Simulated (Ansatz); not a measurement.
C3H9NO, SMILES `CNCOC`, relaxed with RKS PBE0-D4/def2-TZVP in Ansatz 0.2.0 from a PBE-D4/def2-SVP geometry. The force threshold is 0.005 eV/Å; the program also tests the step.

The species carries charge 0 and has multiplicity 1.

Start:

```xyz
14

C     0.323    1.296    1.589
N    -0.437    0.079    1.372
C    -0.100   -0.654    0.193
O    -0.690   -0.015   -0.927
C    -0.267   -0.561   -2.148
H    -0.040    1.815    2.499
H     1.430    1.142    1.694
H     0.165    1.980    0.732
H    -0.455   -0.529    2.193
H    -0.481   -1.702    0.301
H     1.015   -0.728    0.007
H     0.845   -0.516   -2.275
H    -0.571   -1.632   -2.268
H    -0.737    0.025   -2.961
```

Question: How much energy does the relaxation release, and in how many steps? (Estimate.)

Answer: Computed: 6.06 kJ/mol, in 7 steps.

Question: Which bonds change most? (Estimate.)

Answer: The calculation gave: C3–H11 from 1.134 to 1.111 Å; C5–H12 from 1.120 to 1.100 Å; C1–H7 from 1.122 to 1.103 Å; C3–H10 from 1.120 to 1.101 Å.

Question: Give the relaxed structure. (Estimate.)

Answer: The calculation gave: 
```xyz
14

C     0.321    1.287    1.573
N    -0.452    0.084    1.359
C    -0.105   -0.643    0.187
O    -0.679   -0.004   -0.925
C    -0.253   -0.565   -2.133
H     0.003    1.769    2.499
H     1.408    1.110    1.628
H     0.135    1.984    0.755
H    -0.448   -0.519    2.168
H    -0.489   -1.670    0.278
H     0.992   -0.703    0.021
H     0.839   -0.503   -2.249
H    -0.546   -1.621   -2.219
H    -0.726   -0.005   -2.940
```
